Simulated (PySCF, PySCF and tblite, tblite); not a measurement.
# 1,3-difluoropropane (C3H6F2): conformers and averaged spectra, part 2 of 3

PySCF and tblite. Atoms count from 0. Earlier steps stand in the parts before.

## Step 8: Shieldings, conformer 2: wB97X-D/pcSseg-1 in chloroform

What the job is given:

```
{"job": {"xc": "wB97X-D", "basis": "pcSseg-1", "solvent": "chloroform", "kind": "nmr", "pop": false}, "charge": 0, "multiplicity": 1}
F      0.801975     0.222613     1.813134
C      0.217869     0.958460     0.807500
C     -0.616924     0.057481    -0.072524
C      0.201046    -1.010445    -0.759809
F      1.108193    -0.429357    -1.615958
H     -0.401726     1.747350     1.265569
H      1.018203     1.434994     0.216933
H     -1.399765    -0.427131     0.534579
H     -1.128579     0.673417    -0.830760
H      0.757628    -1.601515    -0.013503
H     -0.443660    -1.690754    -1.341095
```

Standard output:

```text
coarse grid: 9152 points
cycle   1  E = -317.3722303912  dE =  4.940e-01  |g| = 6.600e-01  |ddm| = 2.611e+00
cycle   2  E = -317.3693982297  dE =  2.832e-03  |g| = 7.400e-01  |ddm| = 6.909e-01
cycle   3  E = -317.4443834998  dE = -7.499e-02  |g| = 3.640e-02  |ddm| = 3.596e-01
cycle   4  E = -317.4446167952  dE = -2.333e-04  |g| = 1.468e-02  |ddm| = 2.864e-02
cycle   5  E = -317.4446637987  dE = -4.700e-05  |g| = 3.851e-03  |ddm| = 1.382e-02
cycle   6  E = -317.4446674001  dE = -3.601e-06  |g| = 4.123e-04  |ddm| = 3.177e-03
final grid: 89064 points
cycle   7  E = -317.4897501629  dE = -1.557e-04  |g| = 8.685e-03  |ddm| = 3.330e-02
cycle   8  E = -317.4897503881  dE = -2.252e-07  |g| = 9.334e-03  |ddm| = 9.813e-03
cycle   9  E = -317.4897619435  dE = -1.156e-05  |g| = 4.737e-04  |ddm| = 4.415e-03
cycle  10  E = -317.4897620101  dE = -6.653e-08  |g| = 2.483e-04  |ddm| = 9.832e-04
cycle  11  E = -317.4897620245  dE = -1.449e-08  |g| = 3.297e-05  |ddm| = 2.488e-04
cycle  12  E = -317.4897620251  dE = -5.538e-10  |g| = 7.538e-06  |ddm| = 9.267e-05
converged SCF energy = -317.4897620251

GIAO shielding tensors (ppm)
atom      isotropic    diamagn.    paramagn.     s11        s22        s33       span
  0 F      435.407     474.355     -38.948    388.415    446.095    471.713     83.298
  1 C      105.112     242.329    -137.217     66.861     80.935    167.539    100.678
  2 C      150.519     249.557     -99.038    143.971    151.161    156.425     12.454
  3 C      105.221     242.342    -137.121     66.878     80.945    167.840    100.962
  4 F      434.968     474.337     -39.369    387.929    444.806    472.169     84.239
  5 H       26.746      27.901      -1.154     22.316     26.686     31.237      8.921
  6 H       26.634      28.713      -2.079     22.820     26.929     30.152      7.331
  7 H       29.601      29.992      -0.391     25.698     27.968     35.136      9.438
  8 H       29.610      29.983      -0.374     25.778     27.945     35.107      9.329
  9 H       26.621      28.725      -2.104     22.829     26.973     30.062      7.233
 10 H       26.754      27.894      -1.141     22.296     26.703     31.261      8.965
```

Wall time 8 s (1 thread of Arm Neoverse V1, shared host); peak memory 0.62 GiB.

This run: HOMO -11.12 eV, LUMO 3.64 eV; dipole 2.46 D.

## Step 9: Single-point energy, conformer 2: B3LYP/def2-SVP in chloroform

The job, as its differences from that of step 8:

```diff
@@ -1,2 +1,2 @@
-{"job": {"xc": "wB97X-D", "basis": "pcSseg-1", "solvent": "chloroform", "kind": "nmr", "pop": false}, "charge": 0, "multiplicity": 1}
+{"job": {"xc": "B3LYP", "basis": "def2-SVP", "solvent": "chloroform", "kind": "sp"}, "charge": 0, "multiplicity": 1}
 F      0.801975     0.222613     1.813134
```

Standard output:

```text
coarse grid: 9152 points
cycle   1  E = -317.2539620958  dE =  3.419e-01  |g| = 6.432e-01  |ddm| = 3.144e+00
cycle   2  E = -317.1960352085  dE =  5.793e-02  |g| = 8.974e-01  |ddm| = 1.259e+00
cycle   3  E = -317.3210426597  dE = -1.250e-01  |g| = 6.198e-02  |ddm| = 7.600e-01
cycle   4  E = -317.3217335139  dE = -6.909e-04  |g| = 2.675e-02  |ddm| = 7.355e-02
cycle   5  E = -317.3219104472  dE = -1.769e-04  |g| = 3.577e-03  |ddm| = 2.736e-02
cycle   6  E = -317.3219130956  dE = -2.648e-06  |g| = 8.052e-04  |ddm| = 3.227e-03
final grid: 89064 points
cycle   7  E = -317.3692948851  dE = -2.290e-05  |g| = 7.151e-03  |ddm| = 1.866e-02
cycle   8  E = -317.3692842331  dE =  1.065e-05  |g| = 1.064e-02  |ddm| = 1.317e-02
cycle   9  E = -317.3693044482  dE = -2.022e-05  |g| = 3.553e-04  |ddm| = 7.965e-03
cycle  10  E = -317.3693044713  dE = -2.306e-08  |g| = 1.487e-04  |ddm| = 4.842e-04
cycle  11  E = -317.3693044763  dE = -4.987e-09  |g| = 1.620e-05  |ddm| = 1.478e-04
cycle  12  E = -317.3693044763  dE = -4.508e-11  |g| = 6.444e-06  |ddm| = 1.698e-05
converged SCF energy = -317.3693044763
```

It took 2.8 s on 1 thread of Arm Neoverse V1, shared host; peak memory 0.56 GiB.

In short: HOMO -8.76 eV, LUMO 1.79 eV; dipole 2.22 D.

## Step 10: Shieldings, conformer 3: wB97X-D/pcSseg-1 in chloroform

What the job is given:

```
{"job": {"xc": "wB97X-D", "basis": "pcSseg-1", "solvent": "chloroform", "kind": "nmr", "pop": false}, "charge": 0, "multiplicity": 1}
F      2.405332     0.421146    -0.345850
C      1.294566    -0.196081     0.166423
C      0.049016     0.357217    -0.485945
C     -1.218344    -0.284840     0.028851
F     -2.306843     0.255335    -0.602894
H      1.385534    -1.283190    -0.009562
H      1.276527    -0.032636     1.259108
H      0.001343     1.444014    -0.311962
H      0.114106     0.207210    -1.575456
H     -1.213320    -1.374793    -0.153053
H     -1.330854    -0.125687     1.116526
```

Standard output:

```text
coarse grid: 9152 points
cycle   1  E = -317.3682456305  dE =  5.090e-01  |g| = 6.623e-01  |ddm| = 2.617e+00
cycle   2  E = -317.3641494096  dE =  4.096e-03  |g| = 7.457e-01  |ddm| = 7.355e-01
cycle   3  E = -317.4413385225  dE = -7.719e-02  |g| = 3.733e-02  |ddm| = 3.865e-01
cycle   4  E = -317.4415798055  dE = -2.413e-04  |g| = 1.480e-02  |ddm| = 2.810e-02
cycle   5  E = -317.4416275884  dE = -4.778e-05  |g| = 3.662e-03  |ddm| = 1.353e-02
cycle   6  E = -317.4416308958  dE = -3.307e-06  |g| = 4.432e-04  |ddm| = 3.078e-03
final grid: 89064 points
cycle   7  E = -317.4859557511  dE = -1.464e-04  |g| = 8.469e-03  |ddm| = 3.195e-02
cycle   8  E = -317.4859549698  dE =  7.813e-07  |g| = 9.394e-03  |ddm| = 1.001e-02
cycle   9  E = -317.4859670231  dE = -1.205e-05  |g| = 3.596e-04  |ddm| = 4.556e-03
cycle  10  E = -317.4859670714  dE = -4.832e-08  |g| = 1.334e-04  |ddm| = 9.229e-04
cycle  11  E = -317.4859670761  dE = -4.661e-09  |g| = 3.955e-05  |ddm| = 1.845e-04
cycle  12  E = -317.4859670766  dE = -5.130e-10  |g| = 7.419e-06  |ddm| = 7.152e-05
converged SCF energy = -317.4859670766

GIAO shielding tensors (ppm)
atom      isotropic    diamagn.    paramagn.     s11        s22        s33       span
  0 F      432.608     471.189     -38.580    398.647    430.910    468.267     69.620
  1 C      104.520     243.968    -139.448     66.481     82.879    164.201     97.721
  2 C      150.763     249.039     -98.277    123.495    158.033    170.759     47.264
  3 C      104.575     243.894    -139.319     66.579     82.960    164.186     97.608
  4 F      432.724     471.374     -38.650    398.598    431.153    468.419     69.821
  5 H       26.991      28.838      -1.847     22.743     27.912     30.316      7.573
  6 H       26.988      28.984      -1.996     22.743     27.905     30.315      7.572
  7 H       29.199      30.107      -0.909     25.973     28.645     32.978      7.005
  8 H       29.206      29.879      -0.672     25.978     28.661     32.979      7.001
  9 H       26.991      28.887      -1.896     22.742     27.912     30.319      7.577
 10 H       26.988      29.031      -2.044     22.741     27.904     30.317      7.576
```

Wall time 7.8 s (1 thread of Arm Neoverse V1, shared host); peak memory 0.61 GiB.

In short: HOMO -11.20 eV, LUMO 3.53 eV; dipole 2.29 D.

## Step 11: Single-point energy, conformer 3: B3LYP/def2-SVP in chloroform

The job, as its differences from that of step 10:

```diff
@@ -1,2 +1,2 @@
-{"job": {"xc": "wB97X-D", "basis": "pcSseg-1", "solvent": "chloroform", "kind": "nmr", "pop": false}, "charge": 0, "multiplicity": 1}
+{"job": {"xc": "B3LYP", "basis": "def2-SVP", "solvent": "chloroform", "kind": "sp"}, "charge": 0, "multiplicity": 1}
 F      2.405332     0.421146    -0.345850
```

Standard output:

```text
coarse grid: 9152 points
cycle   1  E = -317.2511522841  dE =  3.543e-01  |g| = 6.469e-01  |ddm| = 3.137e+00
cycle   2  E = -317.1919217571  dE =  5.923e-02  |g| = 9.037e-01  |ddm| = 1.561e+00
cycle   3  E = -317.3189423925  dE = -1.270e-01  |g| = 6.455e-02  |ddm| = 9.594e-01
cycle   4  E = -317.3197246864  dE = -7.823e-04  |g| = 2.704e-02  |ddm| = 7.568e-02
cycle   5  E = -317.3199061776  dE = -1.815e-04  |g| = 3.589e-03  |ddm| = 2.755e-02
cycle   6  E = -317.3199087379  dE = -2.560e-06  |g| = 1.206e-03  |ddm| = 3.674e-03
final grid: 89064 points
cycle   7  E = -317.3657932354  dE = -2.536e-05  |g| = 6.496e-03  |ddm| = 2.398e-02
cycle   8  E = -317.3657843825  dE =  8.853e-06  |g| = 9.597e-03  |ddm| = 1.304e-02
cycle   9  E = -317.3658014588  dE = -1.708e-05  |g| = 4.182e-04  |ddm| = 8.123e-03
cycle  10  E = -317.3658014916  dE = -3.271e-08  |g| = 1.425e-04  |ddm| = 5.824e-04
cycle  11  E = -317.3658014960  dE = -4.486e-09  |g| = 1.738e-05  |ddm| = 1.356e-04
cycle  12  E = -317.3658014961  dE = -5.014e-11  |g| = 8.944e-06  |ddm| = 2.267e-05
converged SCF energy = -317.3658014961
```

Wall time 2.7 s (1 thread of Arm Neoverse V1, shared host); peak memory 0.54 GiB.

In short: HOMO -8.89 eV, LUMO 1.70 eV; dipole 2.00 D.

## Step 12: Boltzmann average: properties at wB97X-D/pcSseg-1 in chloroform

What the job is given:

```
{"job": {"study": "conf", "smiles": "FCCCF", "search": {"seed": 2419, "n_embed": 90, "ff_keep": 18, "window": 2.5, "nmax": 4, "temps": [180, 298.15, 320, 350, 800], "t_ref": 298.15, "order": 0.001, "w0": 50.0, "geom": true}, "level": {"nmr": {"xc": "wB97X-D", "basis": "pcSseg-1", "solvent": "chloroform"}, "sp": {"xc": "B3LYP", "basis": "def2-SVP", "solvent": "chloroform"}}, "kind": "conf"}, "charge": 0, "multiplicity": 1}
F      0.801975     0.222613     1.813134
C      0.217869     0.958460     0.807500
C     -0.616924     0.057481    -0.072524
C      0.201046    -1.010445    -0.759809
F      1.108193    -0.429357    -1.615958
H     -0.401726     1.747350     1.265569
H      1.018203     1.434994     0.216933
H     -1.399765    -0.427131     0.534579
H     -1.128579     0.673417    -0.830760
H      0.757628    -1.601515    -0.013503
H     -0.443660    -1.690754    -1.341095
```

Standard output:

```text
conformer  sym    E(xTB)   E(DFT)   G(298.15 K)  weight  dipole/D
    1     C1      0.261    1.044    0.509   0.2940    2.129
    2     C2      0.000    0.000    0.000   0.6942    2.218
    3     C2v     1.321    2.315    2.414   0.0118    2.001

mean shielding (ppm) by class
class atoms           180 K   298.15 K      320 K      350 K      800 K
  0 F  0,4          434.701    433.935    433.824    433.687     432.82
  1 C  1,3           104.87    104.411    104.346    104.266    103.792
  2 C  2            150.552    150.605    150.613    150.623    150.686
  3 H  5,6,9         26.696      26.71     26.713     26.716     26.744
  4 H  7,8           29.581     29.541     29.535     29.527     29.468
```

Run time: 38 s. Hardware: 1 thread of Arm Neoverse V1, shared host. This counts the runs that the step sums up.

The search (ETKDG and KDG, MMFF94s, GFN2-xTB) embedded 90 structures, kept 4 distinct ones after the force field and 4 after xTB; 3 were carried on (window 2.5 kcal/mol at the search's own energies). Energies: B3LYP/def2-SVP in chloroform with D3(BJ).

The conformers at 298 K:

```tsv
no.	group	mirror pair	ΔE xTB	ΔE DFT	ΔG	weight (%)	μ (D)	F0–C1–C2–C3 (°)	C1–C2–C3–F4 (°)	A, B, C (GHz)
1	C1	yes	0.26	1.04	0.51	29.4	2.13	-180	61	13.77, 2.36, 2.18
2	C2	yes	0.00	0.00	0.00	69.4	2.22	-62	-64	9.28, 2.97, 2.78
3	C2v	no	1.32	2.31	2.41	1.2	2.00	180	-180	21.81, 1.93, 1.84
```

Energies in kcal/mol. ΔG holds xTB vibrations and rotation, symmetry numbers and mirror pairs.

Weights (%) by temperature:

```tsv
no.	180 K	298 K	320 K	350 K	800 K
2	88.3	69.4	66.6	63.2	40.0
1	11.6	29.4	31.9	34.9	52.1
3	0.1	1.2	1.5	1.9	8.0
```

Other ways of weighting, at the same temperature:

```tsv
scheme	2	1	3	mean μ (D)
DFT free energy	69	29	1	2.19
DFT energy, symmetry counted	74	25	1	2.19
DFT energy alone	84	14	2	2.20
xTB energy, symmetry counted	43	55	2	2.16
xTB free energy	37	59	3	2.16
lowest conformer only	100	0	0	2.22
equal weights	33	33	33	2.12
conformers found from three starts alone	70	30	0	2.19
```

Shifts against references run at the same level (19F CFCl3 189.5, 1H TMS 31.36, 13C TMS 185.3 ppm of shielding), by class of atoms, at 298 K:

```tsv
atoms	environment	no. 2	no. 1	no. 3	average
C1, C3	sp3 CH2 bonded to F	80.1	82.7	80.7	80.9
C2	sp3 CH2	34.8	34.5	34.5	34.7
H5, H6, H9, H10	hydrogen on an sp3 CH2 bonded to F	4.67	4.61	4.37	4.65
H7, H8	hydrogen on an sp3 CH2	1.76	1.96	2.16	1.82
F0, F4	fluorine on an sp3 carbon	-245.7	-241.6	-243.2	-244.5
```

Effective distances for nuclear Overhauser effects, ⟨r⁻⁶⟩^(−1/6) over all pairs of two classes (Å): H5···H7 2.59.

## Step 13: Shieldings, conformer 1: wB97X-D/pcSseg-1

What the job is given:

```
{"job": {"xc": "wB97X-D", "basis": "pcSseg-1", "kind": "nmr", "pop": false}, "charge": 0, "multiplicity": 1}
F      2.283915    -0.339069    -0.610653
C      1.202553     0.324323    -0.089006
C     -0.025209    -0.556483    -0.146609
C     -1.256542     0.120693     0.403012
F     -1.545423     1.250443    -0.326947
H      1.432454     0.608243     0.954001
H      1.037013     1.247915    -0.667592
H     -0.203549    -0.852856    -1.193171
H      0.158975    -1.482037     0.423800
H     -2.126359    -0.555796     0.361747
H     -1.108573     0.424457     1.455232
```

Standard output:

```text
coarse grid: 9152 points
cycle   1  E = -317.3594757706  dE =  5.098e-01  |g| = 6.764e-01  |ddm| = 2.611e+00
cycle   2  E = -317.3521928480  dE =  7.283e-03  |g| = 7.806e-01  |ddm| = 7.936e-01
cycle   3  E = -317.4371411739  dE = -8.495e-02  |g| = 3.851e-02  |ddm| = 4.146e-01
cycle   4  E = -317.4374012671  dE = -2.601e-04  |g| = 1.521e-02  |ddm| = 2.964e-02
cycle   5  E = -317.4374522279  dE = -5.096e-05  |g| = 4.113e-03  |ddm| = 1.488e-02
cycle   6  E = -317.4374563613  dE = -4.133e-06  |g| = 5.431e-04  |ddm| = 3.458e-03
final grid: 89064 points
cycle   7  E = -317.4827895560  dE = -1.405e-04  |g| = 8.321e-03  |ddm| = 3.322e-02
cycle   8  E = -317.4827885842  dE =  9.718e-07  |g| = 9.323e-03  |ddm| = 9.860e-03
cycle   9  E = -317.4828004538  dE = -1.187e-05  |g| = 3.646e-04  |ddm| = 4.587e-03
cycle  10  E = -317.4828004986  dE = -4.476e-08  |g| = 1.641e-04  |ddm| = 9.053e-04
cycle  11  E = -317.4828005050  dE = -6.432e-09  |g| = 3.439e-05  |ddm| = 1.819e-04
cycle  12  E = -317.4828005054  dE = -4.304e-10  |g| = 6.290e-06  |ddm| = 7.280e-05
converged SCF energy = -317.4828005054

GIAO shielding tensors (ppm)
atom      isotropic    diamagn.    paramagn.     s11        s22        s33       span
  0 F      425.534     470.759     -45.226    392.042    422.866    461.692     69.650
  1 C      102.412     243.005    -140.592     62.675     80.753    163.809    101.135
  2 C      150.381     249.428     -99.047    134.519    150.286    166.339     31.821
  3 C      104.313     242.015    -137.702     66.426     83.606    162.908     96.481
  4 F      425.034     473.709     -48.675    382.221    433.518    459.364     77.142
  5 H       27.009      28.969      -1.960     22.945     27.870     30.213      7.268
  6 H       26.658      28.843      -2.184     21.976     28.079     29.919      7.943
  7 H       29.097      30.054      -0.957     25.979     28.173     33.141      7.162
  8 H       29.906      30.233      -0.326     26.443     28.413     34.863      8.421
  9 H       26.834      27.918      -1.085     22.523     26.826     31.152      8.629
 10 H       27.146      28.792      -1.645     23.032     27.286     31.121      8.089
```

It took 7.4 s on 1 thread of Arm Neoverse V1, shared host; peak memory 0.6 GiB.

Key values: HOMO -11.24 eV, LUMO 3.22 eV; dipole 2.05 D.

## Step 14: Single-point energy, conformer 1: LC-wPBE/def2-SVP

The job, as its differences from that of step 13:

```diff
@@ -1,2 +1,2 @@
-{"job": {"xc": "wB97X-D", "basis": "pcSseg-1", "kind": "nmr", "pop": false}, "charge": 0, "multiplicity": 1}
+{"job": {"xc": "LC-wPBE", "basis": "def2-SVP", "kind": "sp"}, "charge": 0, "multiplicity": 1}
 F      2.283915    -0.339069    -0.610653
```

Standard output:

```text
coarse grid: 9152 points
cycle   1  E = -317.0330449296  dE =  5.543e-01  |g| = 7.222e-01  |ddm| = 3.059e+00
cycle   2  E = -317.0427199457  dE = -9.675e-03  |g| = 7.505e-01  |ddm| = 1.128e+00
cycle   3  E = -317.1304535471  dE = -8.773e-02  |g| = 4.279e-02  |ddm| = 5.778e-01
cycle   4  E = -317.1308415771  dE = -3.880e-04  |g| = 1.420e-02  |ddm| = 4.108e-02
cycle   5  E = -317.1308965235  dE = -5.495e-05  |g| = 3.918e-03  |ddm| = 2.043e-02
cycle   6  E = -317.1309005521  dE = -4.029e-06  |g| = 5.554e-04  |ddm| = 4.729e-03
final grid: 89064 points
cycle   7  E = -317.1888907193  dE = -2.652e-05  |g| = 1.203e-02  |ddm| = 2.019e-02
cycle   8  E = -317.1888893473  dE =  1.372e-06  |g| = 1.291e-02  |ddm| = 1.732e-02
cycle   9  E = -317.1889146235  dE = -2.528e-05  |g| = 2.136e-04  |ddm| = 8.541e-03
cycle  10  E = -317.1889146361  dE = -1.262e-08  |g| = 9.523e-05  |ddm| = 4.304e-04
cycle  11  E = -317.1889146384  dE = -2.270e-09  |g| = 1.621e-05  |ddm| = 1.107e-04
cycle  12  E = -317.1889146385  dE = -1.058e-10  |g| = 4.921e-06  |ddm| = 3.711e-05
converged SCF energy = -317.1889146385
```

Wall time 5.5 s (1 thread of Arm Neoverse V1, shared host); peak memory 0.51 GiB.

This run: HOMO -11.90 eV, LUMO 4.04 eV; dipole 1.92 D.

(Part 2 of 3 ends here.)
